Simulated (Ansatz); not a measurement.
# C₃H₆N₂O: one species, many methods

An exercise on one series of results from a longer session: the logs are not shown, and one member is left open.

The runs use Ansatz 0.2.0, Gaussian basis; functionals in def2-TZVPP, the program's frozen cores in correlated methods.

Levels to be run: PBE-D4, r2SCAN-D4, PBE0-D4, B3LYP-D4, ωB97X-V, ωB97M-V, B2PLYP; CCSD(T)/def2-TZVPP; MP2/def2-QZVPP; extrapolation to the limit.

### The relaxed structure

All runs share one geometry, relaxed beforehand with PBE0-D4 in a triple-zeta def2 set.

12 atoms, charge 0, spin multiplicity 1.

Atoms are counted from 1 here; the program's logs count them from 0.

Bond lengths: C1–O2 1.407 Å, C1–H7 1.089 Å, C1–H8 1.098 Å, C1–H9 1.096 Å, O2–C3 1.389 Å, C3–N4 1.442 Å, C3–H10 1.092 Å, C3–H11 1.098 Å, N4–C5 1.210 Å, C5–N6 1.221 Å, N6–H12 1.011 Å. Angles: O2–C1–H7 107.1°, O2–C1–H8 111.1°, O2–C1–H9 112.1°, H7–C1–H8 109.1°, H7–C1–H9 108.7°, H8–C1–H9 108.7°, C1–O2–C3 113.8°, O2–C3–N4 115.5°, O2–C3–H10 106.6°, O2–C3–H11 110.8°, N4–C3–H10 107.8°, N4–C3–H11 107.2°, H10–C3–H11 108.7°, C3–N4–C5 128.8°, N4–C5–N6 172.4°, C5–N6–H12 118.8°.

Set-up of the first run:

File in.yaml:

```yaml
crystal:
  periodic: [false, false, false]
  atoms:
    - {symbol: C, position_ang: [-0.319836, -1.285350, 0.860931]}
    - {symbol: O, position_ang: [0.909457, -0.769280, 0.410950]}
    - {symbol: C, position_ang: [0.893540, -0.356263, -0.915623]}
    - {symbol: N, position_ang: [0.203453, 0.883474, -1.171969]}
    - {symbol: C, position_ang: [-0.172702, 1.718221, -0.381517]}
    - {symbol: N, position_ang: [-0.474473, 2.668826, 0.322986]}
    - {symbol: H, position_ang: [-0.162859, -1.646594, 1.876518]}
    - {symbol: H, position_ang: [-0.652989, -2.119371, 0.229818]}
    - {symbol: H, position_ang: [-1.106063, -0.521791, 0.877092]}
    - {symbol: H, position_ang: [1.936057, -0.226443, -1.214942]}
    - {symbol: H, position_ang: [0.435753, -1.120553, -1.557145]}
    - {symbol: H, position_ang: [-1.412236, 2.720024, 0.696805]}
basis:
  gaussian: {orbitals: def2-TZVPP}
hamiltonian: {xc: pbe, dispersion: d4}
output: {forces: true, orbitals: {seedname: orbitals}}
```

Command:

```sh
> ansatz run in.yaml --threads 4 --pin off --events-out ev --progress --plain --max-ram 10444MiB
```

Steps of the session up to this table: PBE-D4 (GGA); r2SCAN-D4 (meta-GGA); PBE0-D4 (hybrid); B3LYP-D4 (hybrid); ωB97X-V (range-separated); ωB97M-V (range-separated); B2PLYP (double hybrid); CCSD(T) in def2-TZVPP; MP2 in def2-QZVPP.

One table of the session follows, with a row left open; its other results are not shown here.

| method | atomisation energy (kJ/mol) |
| --- | --- |
| PBE-D4 | 5058.0 |
| r2SCAN-D4 | 4860.6 |
| PBE0-D4 | 4892.1 |
| B3LYP-D4 | 4877.8 |
| ωB97X-V | ? |
| ωB97M-V | 4867.0 |
| B2PLYP | 4814.5 |
| HF/def2-TZVPP | 3241.1 |
| MP2/def2-TZVPP | 4803.5 |
| CCSD/def2-TZVPP | 4578.7 |
| CCSD(T)/def2-TZVPP | 4681.3 |
| MP2/CBS | 4947.9 |
| CCSD(T)/CBS | 4825.7 |

Estimate the missing values for ωB97X-V.

**Answer.** atomisation energy (kJ/mol): 4862.5. In the column «atomisation energy (kJ/mol)» it lies between r2SCAN-D4 (4860.6) and ωB97M-V (4867.0).
